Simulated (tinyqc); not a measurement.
Inside a calculation (part 2 of 2). Method: UHF in the sto-6g basis, for HF, spin multiplicity 1. Computed by tinyqc, a small Python program that keeps every step (integrals from PySCF). Command: `OMP_NUM_THREADS=1 python tinyqc.py 30299 30300 out.jsonl` (the two numbers bound the seeds that draw the settings). One thread of a shared host (Intel(R) Xeon(R) Processor @ 2.60GHz), about 0.1 s of CPU time with the checks.

Geometry (angstrom):
```
atom,x,y,z
F,0.0000,0.0000,0.0000
H,0.0000,0.0000,1.1820
```

## Iteration 12 (converged): orbitals

converged F(alpha) (hartree), lower triangle:
```
,1F 1s,1F 2s,1F 2px,1F 2py,1F 2pz,2H 1s
1F 1s,-26.2566
1F 2s,-6.3714,-2.8910
1F 2px,0.0000,0.0000,-0.4716
1F 2py,0.0000,0.0000,0.0000,-0.4716
1F 2pz,-0.0160,-0.0332,0.0000,0.0000,-0.2462
2H 1s,-0.7596,-0.7103,0.0000,0.0000,-0.4543,-0.3309
```

converged F(beta) (hartree), lower triangle:
```
,1F 1s,1F 2s,1F 2px,1F 2py,1F 2pz,2H 1s
1F 1s,-26.2566
1F 2s,-6.3714,-2.8910
1F 2px,0.0000,0.0000,-0.4716
1F 2py,0.0000,0.0000,0.0000,-0.4716
1F 2pz,-0.0160,-0.0332,0.0000,0.0000,-0.2462
2H 1s,-0.7596,-0.7103,0.0000,0.0000,-0.4543,-0.3309
```

X:
```
,1,2,3,4,5,6
1F 1s,0.3859,0.7119,0.0000,0.0000,-0.5633,0.2940
1F 2s,-0.7979,-0.4087,0.0000,0.0000,-0.3378,0.4999
1F 2px,0.0000,0.0000,-0.1124,0.9937,0.0000,0.0000
1F 2py,0.0000,0.0000,0.9937,0.1124,0.0000,0.0000
1F 2pz,-0.4985,0.6099,0.0000,0.0000,0.6063,0.2948
2H 1s,0.8333,-0.3560,0.0000,0.0000,0.3001,0.5190
```

Diagonalise F' = X^T F X, C = X C', fill 5 alpha and 5 beta electrons from the bottom; D(s) = C_occ C_occ^T. Each column has its largest component positive (the first on a tie).

F' = X^T F X (alpha) (hartree), lower triangle:
```
,1,2,3,4,5,6
1,-1.3046
2,-3.9650,-9.8370
3,0.0000,0.0000,-0.4716
4,0.0000,0.0000,0.0000,-0.4716
5,3.3660,9.8552,0.0000,0.0000,-10.9464
6,-1.9843,-6.4217,0.0000,0.0000,7.1504,-5.7267
```

orbital energies (alpha) (hartree): MO1 -26.2597, MO2 -1.4344, MO3 -0.5107, MO4 -0.4716, MO5 -0.4716, MO6 0.3903

coefficients C (alpha):
```
,MO1,MO2,MO3,MO4,MO5,MO6
1F 1s,0.9972,-0.2441,0.0507,0.0000,0.0000,0.0532
1F 2s,0.0120,0.9913,-0.2804,0.0000,0.0000,-0.3259
1F 2px,0.0000,0.0000,0.0000,0.0289,0.9996,0.0000
1F 2py,0.0000,0.0000,0.0000,0.9996,-0.0289,0.0000
1F 2pz,0.0011,0.0322,0.6889,0.0000,0.0000,-0.7743
2H 1s,-0.0020,0.1002,0.5857,0.0000,0.0000,0.9097
```

F' = X^T F X (beta) (hartree), lower triangle:
```
,1,2,3,4,5,6
1,-1.3046
2,-3.9650,-9.8370
3,0.0000,0.0000,-0.4716
4,0.0000,0.0000,0.0000,-0.4716
5,3.3660,9.8552,0.0000,0.0000,-10.9464
6,-1.9843,-6.4217,0.0000,0.0000,7.1504,-5.7267
```

orbital energies (beta) (hartree): MO1 -26.2597, MO2 -1.4344, MO3 -0.5107, MO4 -0.4716, MO5 -0.4716, MO6 0.3903

coefficients C (beta):
```
,MO1,MO2,MO3,MO4,MO5,MO6
1F 1s,0.9972,-0.2441,0.0507,0.0000,0.0000,0.0532
1F 2s,0.0120,0.9913,-0.2804,0.0000,0.0000,-0.3259
1F 2px,0.0000,0.0000,0.0000,0.0317,0.9995,0.0000
1F 2py,0.0000,0.0000,0.0000,0.9995,-0.0317,0.0000
1F 2pz,0.0011,0.0322,0.6889,0.0000,0.0000,-0.7743
2H 1s,-0.0020,0.1002,0.5857,0.0000,0.0000,0.9097
```

D(alpha) after iteration 12, lower triangle:
```
,1F 1s,1F 2s,1F 2px,1F 2py,1F 2pz,2H 1s
1F 1s,1.0566
1F 2s,-0.2442,1.0615
1F 2px,0.0000,0.0000,1.0000
1F 2py,0.0000,0.0000,0.0000,1.0000
1F 2pz,0.0282,-0.1612,0.0000,0.0000,0.4756
2H 1s,0.0032,-0.0649,0.0000,0.0000,0.4067,0.3530
```

D(beta) after iteration 12, lower triangle:
```
,1F 1s,1F 2s,1F 2px,1F 2py,1F 2pz,2H 1s
1F 1s,1.0566
1F 2s,-0.2442,1.0615
1F 2px,0.0000,0.0000,1.0000
1F 2py,0.0000,0.0000,0.0000,1.0000
1F 2pz,0.0282,-0.1612,0.0000,0.0000,0.4756
2H 1s,0.0032,-0.0649,0.0000,0.0000,0.4067,0.3530
```

Within a degenerate level the vectors are fixed only up to a rotation; this is one choice.

## Convergence

Stop when the energy changes by less than 1e-10 hartree and every element of the error matrix X^T (F D S - S D F) X (for each spin) is below 3e-06.

Course of the cycle:
```
iteration,E (hartree),change,largest element of the error matrix
1,-98.906407,-,2.14e-01
2,-99.356156,-4.50e-01,8.20e-02
3,-99.421205,-6.50e-02,5.32e-02
4,-99.447174,-2.60e-02,2.72e-02
5,-99.456976,-9.80e-03,1.07e-02
6,-99.457608,-6.32e-04,5.76e-03
7,-99.457940,-3.32e-04,5.43e-04
8,-99.457942,-1.42e-06,1.58e-04
9,-99.457942,-2.22e-07,1.00e-04
10,-99.457942,-1.40e-07,1.88e-05
11,-99.457942,-5.15e-09,2.12e-07
12,-99.457942,-7.39e-13,4.13e-09
```

PySCF UHF in the same basis, after a stability check = -99.457942 hartree

Converged in 12 iterations.

## Populations, bond orders and dipole

overlap S, lower triangle:
```
,1F 1s,1F 2s,1F 2px,1F 2py,1F 2pz,2H 1s
1F 1s,1.0000
1F 2s,0.2325,1.0000
1F 2px,0.0000,0.0000,1.0000
1F 2py,0.0000,0.0000,0.0000,1.0000
1F 2pz,0.0000,0.0000,0.0000,0.0000,1.0000
2H 1s,0.0274,0.2959,0.0000,0.0000,0.2521,1.0000
```

Mulliken: Z minus the diagonal of D S on the atom; Loewdin: the same with S^(1/2) D S^(1/2); Mayer order: 2 sum_s sum (D(s) S)_ij (D(s) S)_ji over the two atoms.

Charges (e):
```
atom,Mulliken,Loewdin,Mulliken spin
1F,-0.1270,-0.1039,0
2H,0.1270,0.1039,0
```

Mayer bond orders:
```
pair,order
2-1,0.9839
```

dipole moment about the origin, x y z (debye): 0.0000  0.0000  1.1180

<S^2> of the determinant (pure state: 0) = 0.0000
